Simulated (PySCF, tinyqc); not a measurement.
CCSD on RHF in the sto-3g basis, for LiH, spin multiplicity 1, step by step. The lowest restricted solution is unstable here: a spin-polarised one lies 0.0048 hartree lower (PySCF). One step of it, computed by the program tinyqc.

Question. CCSD: starting amplitudes. t_ij^ab = <ij||ab> / (e_i + e_j - e_a - e_b), whose energy is MP2.

orbital energies (hartree): MO1 -2.367751, MO2 -0.233289, MO3 0.070228, MO4 0.160082, MO5 0.160082, MO6 0.381511

Two-electron integrals over orbitals (pq|rs), unique and non-zero (hartree):
```
(11|11) 1.659322    (21|11) -0.098069   (21|21) 0.010024    (22|11) 0.310512
(22|21) 0.002552    (22|22) 0.447543    (31|11) -0.141951   (31|21) 0.010635
(31|22) -0.010911   (31|31) 0.022036    (32|11) 0.029735    (32|21) -0.002539
(32|22) -0.060980   (32|31) -0.000261   (32|32) 0.022831    (33|11) 0.390327
(33|21) -0.008709   (33|22) 0.212666    (33|31) 0.000816    (33|32) 0.015190
(33|33) 0.327090    (41|41) 0.009805    (42|41) 0.007266    (42|42) 0.021093
(43|41) 0.010395    (43|42) 0.020493    (43|43) 0.041387    (44|11) 0.396342
(44|21) -0.003567   (44|22) 0.242719    (44|31) -0.005069   (44|32) 0.014696
(44|33) 0.279207    (44|44) 0.312946    (51|51) 0.009805    (52|51) 0.007266
(52|52) 0.021093    (53|51) 0.010395    (53|52) 0.020493    (53|53) 0.041387
(54|54) 0.016869    (55|11) 0.396342    (55|21) -0.003567   (55|22) 0.242719
(55|31) -0.005069   (55|32) 0.014696    (55|33) 0.279207    (55|44) 0.279207
(55|55) 0.312946    (61|11) 0.068340    (61|21) -0.009072   (61|22) -0.007316
(61|31) -0.004449   (61|32) 0.002786    (61|33) 0.011720    (61|44) 0.001603
(61|55) 0.001603    (61|61) 0.010753    (62|11) -0.081589   (62|21) 0.001375
(62|22) 0.106897    (62|31) 0.004289    (62|32) -0.045951   (62|33) -0.018363
(62|44) -0.038392   (62|55) -0.038392   (62|61) 0.001085    (62|62) 0.131167
(63|11) 0.024348    (63|21) -0.002205   (63|22) -0.059093   (63|31) 0.003956
(63|32) 0.018768    (63|33) 0.036837    (63|44) 0.008785    (63|55) 0.008785
(63|61) 0.004519    (63|62) -0.040373   (63|63) 0.032255    (64|41) -0.005765
(64|42) -0.018250   (64|43) -0.011696   (64|64) 0.019071    (65|51) -0.005765
(65|52) -0.018250   (65|53) -0.011696   (65|65) 0.019071    (66|11) 0.350901
(66|21) 0.000682    (66|22) 0.418876    (66|31) -0.010588   (66|32) -0.049732
(66|33) 0.238749    (66|44) 0.257383    (66|55) 0.257383    (66|61) -0.005185
(66|62) 0.094637    (66|63) -0.046782   (66|66) 0.413879
```

Give: Starting amplitudes; correlation energy.

Answer.

Starting amplitudes (spin orbitals 1a, 1b, ...; amplitudes related by a flip of all spins are not repeated):
```
from      to          t
2a 2b  6a 6b    -0.1067
2a 2b  3a 6b     0.0500
2a 2b  3a 3b    -0.0376
2a 2b  5a 5b    -0.0268
2a 2b  4a 4b    -0.0268
1a 1b  3a 3b    -0.0045
1a 2b  5a 5b    -0.0025
1a 2b  4a 4b    -0.0025
1a 1b  6a 6b    -0.0020
1a 1b  5a 5b    -0.0019
1a 1b  4a 4b    -0.0019
1a 2b  3a 6b    -0.0014
1a 2b  3b 6a     0.0009
1a 1b  3a 6b     0.0009
1a 2a  3a 6a  -4.92e-04
1a 2b  6a 6b  -3.23e-04
1a 2b  3a 3b   9.54e-05
```

correlation energy = -0.020839 hartree
